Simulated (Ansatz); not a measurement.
# PNH₂+ (doublet): the correlation ladder, def2-TZVPP

One table from this session's results is given with a row withheld; the runs are named, their logs left out.

Program: Ansatz 0.2.0, Gaussian basis. Level of theory: def2-TZVPP, core rule «outside noble gas», up to 6 orbitals frozen. These are calculated values, not measurements.

Plan: UHF; ROHF; CCSD(T) on UHF.

2 further runs of the same task are left out: 2 set aside as unsound or not needed.

### What is computed

The geometry is a PBE0/def2-TZVP stationary point (not a proven minimum) of the parent state, kept for this charge and spin.

4 atoms, charge 1, spin multiplicity 2.

Atoms are counted from 1 here; the program's logs count them from 0.

Bond lengths: N1–P2 1.571 Å, N1–H3 1.021 Å, P2–H4 1.438 Å. Angles: P2–N1–H3 110.2°, N1–P2–H4 98.4°.

The first run:

Input file in.yaml:

```yaml
crystal:
  periodic: [false, false, false]
  atoms:
    - {symbol: N, position_ang: [0.000000, -0.201021, 1.047245]}
    - {symbol: P, position_ang: [0.000000, 0.109621, -0.493159]}
    - {symbol: H, position_ang: [0.000000, 0.668588, 1.582063]}
    - {symbol: H, position_ang: [0.000000, -1.243757, -0.980300]}
basis:
  gaussian: {orbitals: def2-TZVPP}
total_charge: 1
magnetization: {spin_polarized: true, initial_magnetization: 1}
hamiltonian: {xc: hf}
output: {orbitals: {seedname: orbitals}}
```

On the command line:

```sh
ansatz run in.yaml --threads 1 --pin off --events-out ev --progress --plain --max-ram 4096MiB --backend cpu
```

Steps of the session up to this table: UHF; ROHF; CCSD(T) on UHF.

One table of the session follows, with a row left open; its other results are not shown here.

```
  method  from UCCSD(T) (meV)
    ROHF                    ?
     UHF              +9718.8
    UMP2              +1693.3
   UCCSD               +489.9
UCCSD(T)                    0
```

Estimate the missing values for ROHF.

**Answer.** from UCCSD(T) (meV): +10095.4. In the column «from UCCSD(T) (meV)» it is the highest.
